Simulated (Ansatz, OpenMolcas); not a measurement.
## AlF2 (SMILES [F][Al][F]): methods side by side

The species is AlF2 (3 atoms), meant as a doublet with charge 0. SMILES: `[F][Al][F]`. The shape is that of a PBE0-D4/def2-TZVP optimisation.

```csv
atom,x (Å),y (Å),z (Å)
F,0.5330,-1.3612,0.1364
Al,0.3887,0.2754,0.2452
F,-0.9325,1.0210,-0.3948
```

Quantity: the vertical energy of the quartet above the doublet, in eV. The values are calculated.

| level | kind | program | value (eV) | less FCI/STO-3G |
| --- | --- | --- | --- | --- |
| ROHF/STO-3G | Hartree–Fock | OpenMolcas | 8.55 | +0.43 |
| USVWN5/STO-3G | LDA | Ansatz | 7.85 | -0.27 |
| UPBE/STO-3G | GGA | Ansatz | 7.61 | -0.51 |
| U-r2SCAN0/STO-3G | hybrid meta-GGA | Ansatz | 7.91 | -0.21 |
| U-wB97M-V/STO-3G | range-separated hybrid | Ansatz | 8.51 | +0.39 |
| UCAM-B3LYP/STO-3G | range-separated hybrid | Ansatz | 8.12 | 0.00 |
| UB2PLYP/STO-3G | double hybrid | Ansatz | 8.20 | +0.08 |
| UMP2/STO-3G | perturbation theory | Ansatz | 8.20 | +0.08 |
| UBCCD(T)/STO-3G | coupled cluster or CI | Ansatz | 8.17 | +0.05 |
| FCI/STO-3G | exact in the basis | Ansatz | 8.12 | 0.00 |

FCI/STO-3G is exact within its basis and frozen core, so for wave-function methods in that basis the difference is their error; functionals converge differently with the basis, so for them it is only a difference. The values span 7.61 to 8.55 eV. All rows use very small basis sets, so even the best lies far from the true value.
